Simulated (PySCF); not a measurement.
# Which orbitals make which state

(LiH)2 ring, Li₂H₂.
Structure used (PBE0-D3(BJ)/def2-SVP), in Å, numbered top down from 1:
```
atom  x, y, z in Å
Li1    0.774    0.481   -0.678
H2    -0.740    1.100   -0.063
Li3   -0.773   -0.481    0.678
H4     0.740   -1.099    0.063
```

The calculation used PySCF, TDDFT CAM-B3LYP/def2-SVPD, vertical, gas phase, core orbitals frozen in the response.

Orbital energies (eV): HOMO-3 -55.34, HOMO-2 -55.28, HOMO-1 -8.44, HOMO -7.18, LUMO -0.03, LUMO+1 0.14, LUMO+2 0.37.

Question: Among the lowest singlets, which states do these configurations lead, and at what energies: HOMO-1→LUMO+2, HOMO→LUMO, HOMO→LUMO+1, HOMO→LUMO+2, HOMO-1→LUMO+1, HOMO-1→LUMO?

Answer: 

```tsv
state	leading configuration	weight	Δε (eV)	E (eV)	E − Δε (eV)	f	other configurations
S1	HOMO→LUMO	0.93	7.15	4.38	-2.77	0.0000	–
S2	HOMO→LUMO+2	0.94	7.55	4.46	-3.09	0.0000	–
S3	HOMO→LUMO+1	0.94	7.32	4.72	-2.61	0.030	–
S4	HOMO-1→LUMO	0.92	8.41	5.69	-2.72	0.228	–
S5	HOMO-1→LUMO+2	0.97	8.81	6.04	-2.77	0.294	–
S6	HOMO-1→LUMO+1	0.93	8.58	6.10	-2.48	0.0000	–
```

E − Δε runs from -3.09 to -2.48 eV. By orbital difference alone the order would be S1, S3, S2, S4, S6, S5. Δε is the difference of the two orbital energies.

H and L stand for HOMO and LUMO. The other states: S7 6.24 eV, f 0.0000, H→L+4 (95%); S8 6.35 eV, f 0.185, H→L+3 (94%); S9 6.59 eV, f 0.094, H→L+7 (89%); S10 6.67 eV, f 0.0000, H→L+5 (96%).

Question: Which computed triplets share their leading configuration (75% or more) with a singlet, and how far apart are the partners?

Answer: 

```csv
configuration,triplet,E(T) (eV),singlet,E(S) (eV),E(S) − E(T) (eV)
HOMO→LUMO+2,T1,4.18,S2,4.46,+0.28
HOMO→LUMO,T2,4.23,S1,4.38,+0.16
HOMO→LUMO+1,T3,4.44,S3,4.72,+0.28
```

The 4 triplets are Tamm–Dancoff values, the singlets full response.

Summed over the main configurations (up to three a state, each over 8%) of all 10 singlets, the electron leaves HOMO with weight 6.56 and HOMO-1 with weight 2.82.

Time: 0.8 s of wall time. Hardware: one thread, Arm Neoverse V1 (shared host).
